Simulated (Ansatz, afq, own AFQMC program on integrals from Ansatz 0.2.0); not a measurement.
**BH₃ + CH2, triplet: a scan with AFQMC**

```xyz
7

B    -1.3349    0.0000    0.0000
H    -1.9316    1.0336    0.0000
H    -1.9316   -1.0336    0.0000
H    -0.1414    0.0000    0.0000
C     1.2571    0.0000    0.0000
H     1.6716    0.0000    0.9962
H     1.6716    0.0000   -0.9962
```

A hydrogen atom is moved from one rigid fragment to the other; the B1–H4 distance tells how far. The two fragments are held close together, so this isn't a minimum-energy path and the start is a compressed complex. Energies in eV count from this geometry (1.194 Å) at the same level; the start stands on UHF, each point on the determinant named.

Basis cc-pVDZ. Only valence electrons are correlated. Ansatz 0.2.0 and our own AFQMC program on the same integrals; the CISD trial comes from CCSD amplitudes, and released means the phaseless constraint is let go. Uncertainties: one standard error, sampling alone.

Cautions, each for one point or more: lower spins were not checked; the ph-AFQMC/CISD walk drifts between its halves.

```csv
r(B1–H4) / Å,det.,T1,weight,⟨S²⟩,CCSD(T),ph-AFQMC/CISD,released AFQMC,CCSDT(Q),B2PLYP,PBE
1.282,UHF,0.012,0.89,2.03,-0.051,-0.057 ± 0.004,-0.055 ± 0.004,-0.052,-0.063,-0.108
1.326,UHF,0.012,0.89,2.03,-0.064,-0.068 ± 0.005,-0.068 ± 0.003,-0.066,-0.082,-0.139
1.370,UHF,0.011,0.89,2.03,-0.075,-0.077 ± 0.004,-0.080 ± 0.004,-0.077,-0.097,-0.158
1.414,UHF,0.011,0.89,2.03,-0.080,-0.086 ± 0.004,-0.083 ± 0.005,-0.082,-0.105,-0.161
1.502,UHF,0.011,0.89,2.03,-0.037,-0.042 ± 0.004,-0.044 ± 0.005,-0.037,-0.066,-0.089
```

Weight is that of the determinant in the CISD state; at the start T1 is 0.012 and the weight 0.89, and ⟨S²⟩ is 2.03. Largest departures from CCSDT(Q), at the points where its series has closed: CCSD(T) 0.002 eV at 1.370 (on UHF), ph-AFQMC/CISD -0.004 eV at 1.282 (on UHF) (within the noise), released AFQMC -0.006 eV at 1.502 (on UHF) (within the noise), B2PLYP -0.029 eV at 1.502, PBE -0.081 eV at 1.370. Functionals count only at points shown to share the start's state and spin. In this small basis the wave-function levels are far from their limit, so their gap to the functionals isn't the functionals' error.

Some points may be missing: those where a free walk finds a much lower state, and past Zn most of those on another determinant than at the start.

A walk keeps the symmetry of its determinant, which the program's search chose and which needn't be the lowest solution, so a lower state of the same spin and another symmetry isn't excluded. Released energies are given only where the last usable release times agree within the noise; a slower fall can still hide under it.
